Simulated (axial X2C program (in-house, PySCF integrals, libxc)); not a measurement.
# LiS⁺ at several levels of theory

All values were computed with an in-house all-electron X2C program for linear molecules (integrals from PySCF). Spin-free means the one-electron spin-free X2C Hamiltonian; two-component (2c) means X2C with spin–orbit coupling and atomic mean-field two-electron Coulomb and Gaunt terms, so the difference of the two also holds small scalar two-electron terms. Basis: S dyall-v3z [8s7p2d1f], Li dyall-v3z [7s8p2d] (cores contracted in-house); Gaussian nuclei, density fitting, unrestricted open shells. Masses: S 31.972 u, Li 7.016 u.

State, spin-free: M_S = 1, Λ = 0 (beyond evenly filled blocks: π+α, π-α); electrons by block: σα: 6, σβ: 6, π+α: 2, π+β: 1, π-α: 2, π-β: 1. Fragments: S + Li+.

State, 2c: Ω = 1 (⟨Sz⟩ = 1.00, ⟨Lz⟩ = 0.00 at PBE0); electrons by block: 1/2: 7, -1/2: 8, 3/2: 2, -3/2: 1. Fragments: S + Li+.

```
Hamiltonian  level  Re (Å)  ωe (cm⁻¹)  ωexe (cm⁻¹)  Be (cm⁻¹)  αe (cm⁻¹)  De (eV)  k (mdyn/Å)  μ (D)
  spin-free   PBE0   2.456      347.7          5.1     0.4859    0.00929    0.855        0.41   7.50
  spin-free     HF   2.482      340.8         5.14     0.4755    0.00943    0.792       0.394   7.78
  spin-free    MP2   2.494      330.4         4.89     0.4711    0.00949    0.764        0.37    n/a
  spin-free    LDA   2.440      349.0         4.93     0.4922    0.00939    0.897       0.413   7.34
  spin-free   BP86   2.493      325.2         4.97     0.4716    0.00948    0.793       0.359   7.61
         2c   PBE0   2.456      347.6          5.1     0.4858    0.00929    0.855        0.41   7.50
         2c     HF   2.483      340.7         5.14     0.4754    0.00943    0.790       0.393   7.78
         2c    MP2   2.494      330.5         4.91      0.471    0.00947    0.741        0.37    n/a
         2c    LDA   2.440      349.0         4.93     0.4921    0.00938    0.880       0.413   7.34
         2c   BP86   2.493      325.2         4.97     0.4715    0.00948    0.793       0.358   7.61
```

Correlated methods: 6 electrons correlated (number of frozen shells: S 2 s, 1 p; Li 1 s), 140 virtual spin orbitals or spinors in MP2.

Dipoles are positive if Li is the positive end and refer to the centre of mass.

One determinant describes the state; a PBE0 search over occupations chose it and may have missed a lower one. De is counted from the lowest determinant-based energies of the atoms at the same level, without counterpoise correction. Density functionals use the spin component along the axis (collinear). The 2c atoms are single determinants rather than J levels; their spin–orbit lowering is only partly caught, and De is too large by that part. This holds for PBE0, BP86. Without a current term, density functionals place determinants with orbital angular momentum somewhat too high. With several unpaired electrons one determinant need not be a pure state. Open-shell Ω = 0 determinants with evenly filled partner blocks cannot be reached by this program, so the Ω shown need not be the lowest component. This is the Ω = 1 component of a π² triplet; the 0⁺ component is not one determinant and can lie lowest.

Rough cost a point (2c) on 1 thread(s) of a shared host, integrals apart: PBE0 0.23 s, HF 0.14 s, LDA 0.14 s, BP86 0.19 s.

The whole task took 37 s on 1 thread of Arm Neoverse N1, on a shared host.

The search began far from the minimum on purpose and may have settled on another determinant than a sound start.
